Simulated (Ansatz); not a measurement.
CH$_{5}$BSi (`B1C[SiH2]1`). Total charge 0; spin multiplicity 1.

```json
{"atom": "B1", "x (Å)": "0.2380", "y (Å)": "-1.1309", "z (Å)": "-0.2296"}
{"atom": "C2", "x (Å)": "-0.0700", "y (Å)": "0.1272", "z (Å)": "-0.9578"}
{"atom": "Si3", "x (Å)": "-0.1421", "y (Å)": "0.2042", "z (Å)": "1.0721"}
{"atom": "H4", "x (Å)": "1.0382", "y (Å)": "-1.9861", "z (Å)": "-0.4227"}
{"atom": "H5", "x (Å)": "-1.0452", "y (Å)": "0.6202", "z (Å)": "-0.9402"}
{"atom": "H6", "x (Å)": "0.5415", "y (Å)": "0.5085", "z (Å)": "-1.7736"}
{"atom": "H7", "x (Å)": "-1.4576", "y (Å)": "0.8380", "z (Å)": "1.3115"}
{"atom": "H8", "x (Å)": "0.8971", "y (Å)": "0.8188", "z (Å)": "1.9402"}
```

List the harmonic frequencies (cm⁻¹, unscaled) at PBE0-D4/def2-TZVP in Ansatz. (Best estimate.)

Ansatz gave: 301, 446, 556, 576, 630, 674, 747, 796, 875, 957, 985, 1174, 1425, 2218, 2259, 2701, 3104, 3165.

Is this a minimum?

Yes, all 18 modes are real.

Give the ideal-gas thermochemistry at 298.15 K and 1 bar (rigid rotor, harmonic oscillator; point group C1, symmetry number 1).

Zero-point energy 141.1 kJ/mol; H(298) − E = 155.4 kJ/mol; entropy 275.6 J/(mol·K), of which translation 159.0, rotation 96.2, vibration 20.4; G(298) − E = 73.2 kJ/mol.

And at 400, 500, 600, 800 and 1000 K?


```tsv
T (K)	H − E (kJ/mol)	S (J/mol/K)	G − E (kJ/mol)
400	164.0	300.5	43.8
500	174.1	322.9	12.6
600	185.3	343.3	-20.7
800	210.3	379.3	-93.1
1000	238.0	410.1	-172.1
```
